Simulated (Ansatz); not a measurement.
Start from `OCS` and change one atom or group to get `OCF`.

Ansatz, PBE0-D4/def2-TZVP geometries, multiplicity 1. Each molecule was computed in one conformer, which needn't be the lowest.

```json
{"property": "size of the dipole moment (B3LYP/def2-TZVPP) / D", "`OCS`": "2.41"}
{"property": "LUMO energy (ωB97M-V/def2-TZVPP) / eV", "`OCS`": "2.12"}
{"property": "zero-point energy (PBE0-D4/def2-TZVP) / kJ/mol", "`OCS`": "134.6"}
{"property": "HOMO energy (PBE0/def2-TZVPP) / eV", "`OCS`": "-7.10"}
{"property": "size of the dipole moment (ωB97M-V/def2-TZVPP) / D", "`OCS`": "2.42"}
{"property": "LUMO energy (B3LYP/def2-TZVPP) / eV", "`OCS`": "0.15"}
```

Problem. What does the change do to each property? (Best estimate.)

Solution. Computed: 
| property | `OCF` | shift |
| --- | --- | --- |
| size of the dipole moment (B3LYP/def2-TZVPP) / D | 1.82 | -0.59 |
| LUMO energy (ωB97M-V/def2-TZVPP) / eV | 2.43 | 0.31 |
| zero-point energy (PBE0-D4/def2-TZVP) / kJ/mol | 118.9 | -15.7 |
| HOMO energy (PBE0/def2-TZVPP) / eV | -9.12 | -2.02 |
| size of the dipole moment (ωB97M-V/def2-TZVPP) / D | 1.82 | -0.60 |
| LUMO energy (B3LYP/def2-TZVPP) / eV | 0.56 | 0.41 |

With PBE0 the HOMO falls by 2.02 eV and the LUMO rises by 0.51 eV, so the gap widens by about 2.53 eV. PBE moves the HOMO by -1.53 eV and ωB97M-V by -2.23 eV. The zero-point energy changes by -15.7 kJ/mol with -3 modes. Dipoles are sizes alone; their direction can turn.

B3LYP here is the variant with VWN-RPA as its local correlation; programs differ in this.
